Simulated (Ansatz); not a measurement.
```yaml
crystal:
  periodic: [false, false, false]
  atoms:
    - {symbol: Si, position_ang: [-1.074775, -0.248206, -0.004462]}
    - {symbol: B, position_ang: [0.744547, -0.007682, 0.001367]}
    - {symbol: Si, position_ang: [2.545989, -0.445935, 0.000106]}
    - {symbol: H, position_ang: [-2.215761, 0.701823, 0.002989]}
basis:
  gaussian: {orbitals: def2-TZVP}
magnetization: {spin_polarized: true, initial_magnetization: 2}
hamiltonian: {xc: pbe0}
relax: {f_tol: 0.004, max_steps: 80}
```

```sh
$ ansatz run in.yaml --threads 1 --pin off --events-out ev --progress --plain --max-ram 2176MiB
```

Steps of the relaxation (energy above the last step; positions in Å, forces in eV/Å):

```
4
step 1, 63.1 meV
Si   -1.075   -0.248   -0.004   -0.553   -0.473   -0.006
B     0.745   -0.008    0.001    0.379    0.132    0.002
Si    2.546   -0.446    0.000    0.200    0.037    0.001
H    -2.216    0.702    0.003   -0.027    0.305    0.003
```

```
4
step 2, 31.2 meV
Si   -1.100   -0.296   -0.005   -0.369   -0.142   -0.002
B     0.731   -0.030    0.001    0.258   -0.024    0.000
Si    2.551   -0.414    0.000    0.049    0.074    0.001
H    -2.182    0.740    0.003    0.061    0.092    0.001
```

```
4
step 3, 12.6 meV
Si   -1.146   -0.358   -0.006   -0.059    0.246    0.002
B     0.707   -0.095    0.000    0.043   -0.171   -0.002
Si    2.556   -0.347    0.001   -0.077    0.078    0.001
H    -2.116    0.800    0.004    0.093   -0.152   -0.001
```

```
4
step 7, 0.0 meV
Si   -1.176   -0.367   -0.006   -0.003    0.002    0.000
B     0.686   -0.222   -0.001    0.000    0.000    0.000
Si    2.550   -0.256    0.002    0.001    0.000    0.000
H    -2.060    0.844    0.005    0.002   -0.002    0.000
```

Close pairs at the end: Si1–H4 1.499 Å, B2–Si3 1.864 Å, Si1–B2 1.868 Å.

A stationary point of unrestricted PBE0 after 7 steps, with ⟨S²⟩ = 2.099 against 2.00 for a pure state; no frequencies were run, so it isn't proven a minimum. 2 min on 1 thread of Arm Neoverse V1, shared host.
